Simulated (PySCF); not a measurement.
Reaction (SMILES): OCl (OH-Cl) + H+ → [OH2+]Cl
B3LYP-D3(BJ)/def2-TZVP geometries, fixed; electronic energies without zero-point terms; positive where energy is released.

Effect of the SCF energy threshold at r2SCAN/def2-TZVP with PySCF, against the last row, where the proton affinity is 157.45 kcal/mol. The proton sits at the site shown, which need not be the one that binds it best.

```
setting          SCF cycles, largest species  largest shift of a total energy (mEh)  shift of the proton affinity (kcal/mol)
---------------  ---------------------------  -------------------------------------  ---------------------------------------
conv_tol: 1e-4                             6                                  0.001                                    0.000
conv_tol: 1e-5                             6                                  0.001                                    0.000
conv_tol: 1e-6                             7                                  0.000                                    0.000
conv_tol: 1e-7                             8                                  0.000                                    0.000
conv_tol: 1e-11                           10                                  0.000                                    0.000
```

Within 0.02 kcal/mol in the proton affinity: conv_tol: 1e-4; conv_tol: 1e-5; conv_tol: 1e-6; conv_tol: 1e-7. The largest shift is 0.001 mEh in a total energy and 0.000 kcal/mol in the difference.
